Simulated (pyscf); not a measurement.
A first-order saddle from PySCF, ωB97X-D3(BJ)/def2-SVP:

```
C
N 1 1.3135
H 2 1.0230 1 109.93
H 1 1.1069 2 128.27 3 94.57
H 1 1.2140 4 95.54 2 136.87
C 1 1.6454 4 97.61 5 94.87
C 6 1.2640 1 92.47 4 -100.83
H 7 1.0817 6 166.00 1 -162.24
H 6 1.0887 7 145.90 8 13.07
```
Charge 0, spin multiplicity 1.

Surface: singlet, charge 0. Lowest wavenumbers (cm⁻¹): 1210i, 308, 375, 484, 645.

Problem. What reaction is this the transition state of?

Solution. H₂C=NH + HC≡CH ⇌ H₂C=CH–CH=NH, an addition across a multiple bond or ene-type step read from left to right: C–H broken and C–C, C–H formed. At CCSD(T)/def2-TZVPP + ΔMP2(QZVPP) it lies +64.2 kcal/mol from the left side and +109.2 kcal/mol from the right (each side as separated species at their lowest minima found). On the reactant side the descent ends in a complex (not fully relaxed), 4.2 kcal/mol under the separated species and 72.0 kcal/mol under the saddle at ωB97X-D3(BJ)/def2-TZVP. At ωB97X-D3(BJ) the barrier from the zero used here is 67.8 kcal/mol. H₂C=CH–CH=NH lies 21.4 kcal/mol over its isomer H₃C–CH₂–C≡N, and others may lie lower still (electronic energy, ωB97M-D3(BJ)). One saddle was located; it need not be the lowest between these sides. One closed-shell reference is unstable to symmetry breaking; treat the single-reference values with care. The CCSD(T) − MP2 part came from Ansatz, without density fitting, on the same reference. The largest closed-shell T1 diagnostic is 0.041, which may signal static correlation.
